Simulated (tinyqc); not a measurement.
UHF in the sto-3g basis, for CH2, spin multiplicity 3, step by step. One step of it, computed by the program tinyqc.

Problem. Iteration 2: DIIS coefficients. Solve [B -1; -1 0][c; lambda] = [0; -1] for the coefficients, which sum to one.

B (overlaps of the stored error matrices):
```
               1              2
1  2.1408232e+00  1.1716109e-01
2  1.1716109e-01  1.5880065e-02
```

Give: DIIS coefficients.

Solution.

DIIS coefficients: -0.0527  1.0527
